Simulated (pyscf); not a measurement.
## Four-centre exchange: germane (GeH₄) + chlorine (Cl–Cl) → Cl–GeH₃ + hydrogen chloride (HCl)

Gas phase, singlet surface, charge 0. Bonds broken: Ge1–H2, Cl6–Cl7. Bonds formed: Ge1–Cl6, H2–Cl7. Single points on ωB97X-D3(BJ)/def2-SVP structures (PySCF, gas phase). Correlated levels are frozen-core, on RHF or UHF. ΔMP2 is the change of the MP2 total energy from the triple- to the quadruple-zeta basis.

Transition state (Å):

```xyz
7

Ge     0.6406    -0.8489     0.3613
H     -0.1394     0.6760     0.5921
H      0.5018    -1.7637     1.5741
H     -0.3186    -1.2858    -0.7695
H      2.0646    -0.6945    -0.1637
Cl     1.3885     1.2725     2.3462
Cl    -0.6048     2.1213     1.0525
```

One imaginary mode, 1982i cm⁻¹; descent along it reached the two sides named.

```
bond     change  reactant side (Å)  saddle  product side
-------  ------  -----------------  ------  ------------
Ge1–H2   breaks              1.531   1.728           3.3
Cl6–Cl7  breaks              2.020   2.523           3.6
Ge1–Cl6   forms                3.9     3.0         2.180
H2–Cl7    forms                3.3   1.587         1.290
```

Electronic energies relative to the separated reactants (kJ/mol):

```
level                             barrier  reaction energy  reverse barrier
--------------------------------  -------  ---------------  ---------------
ωB97X-D3(BJ)/def2-TZVP              278.8           -247.1            525.9
B3LYP-D3(BJ)/def2-TZVP              223.1           -230.7            453.8
PBE0-D3(BJ)/def2-TZVP               238.0           -238.1            476.1
M06-2X/def2-TZVP                    265.4           -249.0            514.4
ωB97M-D3(BJ)/def2-TZVP              274.0           -238.1            512.1
HF/def2-TZVP                        388.7           -262.6            651.3
MP2/def2-QZVPP                      261.7           -256.8            518.6
CCSD/def2-TZVPP                     284.4           -249.8            534.1
CCSD(T)/def2-TZVPP                  235.8           -246.4            482.2
CCSD(T)/def2-TZVPP + ΔMP2(QZVPP)    235.0           -242.8            477.8
```

With CCSD(T)/def2-TZVPP + ΔMP2(QZVPP) energies and thermal terms (ideal gas, 1 atm, RRHO with modes under 100 cm⁻¹ raised to 100, one conformer, R ln 2 for rigid chiral ones), in kJ/mol:

| T (K) | ΔH‡ | ΔG‡ | ΔH | ΔG |
|---|---|---|---|---|
| 298 | 226.1 | 255.2 | -240.5 | -243.4 |
| 600 | 229.4 | 283.5 | -239.5 | -246.8 |
| 900 | 232.4 | 309.9 | -239.3 | -250.5 |
| 1200 | 234.9 | 335.3 | -239.6 | -254.2 |

The same reactants have a lower exit, to Cl• + Cl• + GeH₄ (no saddle counted: cutting one bond costs +245.9 kJ/mol at ωB97M-D3(BJ), against +274.0 kJ/mol here). This is the saddle that the search found; another between the same sides may lie lower. A restricted solution here is unstable towards spin polarisation, so biradical character is likely and single-reference numbers are less safe. The CCSD(T) − MP2 part came from Ansatz, without density fitting, on the same reference. The largest closed-shell T1 diagnostic is 0.053, which may signal static correlation. The frozen core leaves the outer d or s,p core shells of the metals and heavy elements correlated in the MP2 and CC values, and def2-TZVPP describes them poorly, which can shift differences by a few kcal/mol. Elements up to Kr have no core potential and no relativistic terms here.
